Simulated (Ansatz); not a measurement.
**Rhombohedral A7 Sb**

The numbers are results of PBE-D4 in Ansatz (PAW), not measurements.

Run with plane-wave cutoff 500 eV, 12×12×12 k mesh, Fermi–Dirac smearing 0.05 eV, scalar-relativistic PAW data made under PBE.

Cell: relaxed at this level.

| Quantity | Result |
|---|---|
| volume per atom | 29.74 Å³/atom |
| equilibrium lattice constant a | 4.321 Å |
| c axis length | 11.034 Å |

Measured, for comparison: lattice constant a 4.301 Å, lattice parameter c 11.232 Å (78 K, zero-point motion not removed; as tabulated in Schiferl, Barrett, J. Appl. Cryst. 2, 30 (1969), COD 9009654). Computed (rounded) less measured: lattice constant a +0.5 %, lattice parameter c -1.8 %.

Spin–orbit coupling is not included.

Computed values are for the static lattice.

The result took very roughly 50 core-seconds.

Ansatz is a first-principles code.
